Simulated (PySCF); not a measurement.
PySCF input:

```python
from pyscf import gto, scf, mp, cc as ccmod

mol = gto.M(
    atom='''
    Cl   -0.00000000   -0.00000000   -1.00677069
    Cl    0.00000000    0.00000000    1.00677069
    ''',
    basis='cc-pvdz',
    charge=0,
    spin=0,
    verbose=4,
)

mf = scf.RHF(mol)
mf.conv_tol = 1e-10
mf.max_cycle = 100
mf.kernel()
mp2 = mp.MP2(mf, frozen=10).run()
cc = ccmod.CCSD(mf, frozen=10)
cc.max_cycle = 100
cc.kernel()
et = cc.ccsd_t()
print(f'E(CCSD(T)) = {cc.e_tot + et:.9f}')
```

Problem. Predict the final energy.

Solution. -919.26382 Eh (CCSD(T)/cc-pVDZ).
